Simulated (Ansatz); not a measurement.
**bcc V**

Computed with LDA (Ansatz, a first-principles code, PAW).

Settings: plane-wave cutoff 500 eV, 14×22×1 k mesh (along the axes of the cell as run), Fermi–Dirac smearing 0.1 eV, scalar-relativistic PAW data made under PBE.

Cell: relaxed at this level.

```
Quantity                             Result
--------------------------------  ---------
surface energy of the (211) face  3.12 J/m²
work function of the (211) face     4.20 eV
```

The slab of 12 atoms is relaxed and unreconstructed.

The computed numbers hold no vibrational or temperature effects.

Computing time: around 30 core-minutes (rough).
